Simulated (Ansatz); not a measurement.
Process, species as SMILES: FF (F2) → F2+ (doublet, bonded as FF) + e-
B3LYP-D3(BJ)/def2-TZVP geometries, fixed; electronic energies without zero-point terms.

Effect of a fitting basis named in the input at r2SCAN/cc-pVTZ with Ansatz (a first-principles code), against the last row, where the adiabatic ionisation energy is 15.31 eV. Open shells are unrestricted. The default fits or decomposes integrals by the program's own choice; accuracy: high also tightens integrals, grids and stops.

| setting | largest shift of a total energy (mEh) | shift of the adiabatic ionisation energy (eV) |
|---|---|---|
| fitting: def2-SV(P)-JKFIT | -0.058 | 0.000 |
| fitting: def2-universal-JKFIT | -0.058 | 0.000 |
| fitting: cc-pVTZ-JKFIT | -0.039 | 0.000 |
| fitting: cc-pVQZ-JKFIT | -0.020 | 0.000 |
| fitting: cc-pV5Z-JKFIT | -0.014 | 0.000 |
| fitting: def2-universal-JFIT | -0.092 | 0.000 |
| accuracy: high | 0.004 | 0.000 |
| accuracy: medium (default) | 0.000 | 0.000 |

Within 0.002 eV in the adiabatic ionisation energy: fitting: def2-SV(P)-JKFIT; fitting: def2-universal-JKFIT; fitting: cc-pVTZ-JKFIT; fitting: cc-pVQZ-JKFIT; fitting: cc-pV5Z-JKFIT; fitting: def2-universal-JFIT; accuracy: high. The largest shift is 0.092 mEh in a total energy and 0.000 eV in the difference.
